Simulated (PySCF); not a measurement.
# Basis-set dependence of population analyses: PH3

Compound: PH3.
Geometry (PBE0-D3(BJ)/def2-SVP, Å), atoms numbered from 1 in this order:
```
atom  x, y, z in Å
P1    -0.0037    0.0053    0.5048
H2    -0.5815    1.0469   -0.2843
H3     1.1976   -0.0154   -0.2685
H4    -0.6119   -1.0250   -0.2763
```

PBE0 throughout (PySCF), one geometry, spherical d and f functions. Isolated species at its PBE0-D3(BJ)/def2-SVP geometry, gas phase. Atoms taken as equivalent share a column and are averaged.

Mulliken charges (e):

```
        basis  functions      P1  H2/H3/H4
       STO-3G         12  +0.242    -0.081
        6-31G         19  -0.015    +0.005
       6-31G*         24  -0.133    +0.044
     def2-SVP         33  -0.002    +0.001
6-311+G(2d,p)         53  -0.211    +0.070
    def2-TZVP         55  -0.260    +0.087
```

IAO charges (e):

```json
{"basis": "STO-3G", "functions": "12", "P1": "+0.164", "H2/H3/H4": "-0.055"}
{"basis": "6-31G", "functions": "19", "P1": "-0.042", "H2/H3/H4": "+0.014"}
{"basis": "6-31G*", "functions": "24", "P1": "+0.023", "H2/H3/H4": "-0.007"}
{"basis": "def2-SVP", "functions": "33", "P1": "+0.026", "H2/H3/H4": "-0.009"}
{"basis": "6-311+G(2d,p)", "functions": "53", "P1": "+0.020", "H2/H3/H4": "-0.006"}
{"basis": "def2-TZVP", "functions": "55", "P1": "+0.020", "H2/H3/H4": "-0.007"}
```

Hirshfeld charges (e):

| basis | functions | P1 | H2/H3/H4 |
| --- | --- | --- | --- |
| STO-3G | 12 | +0.133 | -0.044 |
| 6-31G | 19 | +0.022 | -0.007 |
| 6-31G* | 24 | +0.022 | -0.007 |
| def2-SVP | 33 | +0.039 | -0.013 |
| 6-311+G(2d,p) | 53 | +0.043 | -0.014 |
| def2-TZVP | 55 | +0.035 | -0.012 |

Which scheme is steadiest as the basis changes?

Largest range over the bases for any column: Hirshfeld 0.11 e, IAO 0.21 e, Mulliken 0.50 e. Hirshfeld charges move least and Mulliken charges most, counted in e. Without the minimal STO-3G basis the ranges are Hirshfeld 0.02, IAO 0.07, Mulliken 0.26 e.

How much do the charges still move between the two largest bases, 6-311+G(2d,p) and def2-TZVP?

At most, over all atoms: Mulliken 0.049 e, IAO 0.001 e, Hirshfeld 0.008 e.

What do the same runs give for the total energy, the frontier levels and the dipole moment?

| basis | energy (Eh) | HOMO (eV) | LUMO (eV) | μ (D) |
| --- | --- | --- | --- | --- |
| STO-3G | -339.1349 | -4.86 | 7.60 | 0.71 |
| 6-31G | -342.9436 | -7.63 | 1.28 | 1.48 |
| 6-31G* | -342.9795 | -7.78 | 1.05 | 1.03 |
| def2-SVP | -342.8962 | -7.77 | 1.24 | 0.91 |
| 6-311+G(2d,p) | -343.0151 | -7.89 | 0.12 | 0.74 |
| def2-TZVP | -343.0160 | -7.88 | 0.74 | 0.68 |

The dipole is fixed by the density alone, so its range of 0.80 D shows that the density itself changes with the basis, not only its division among atoms.
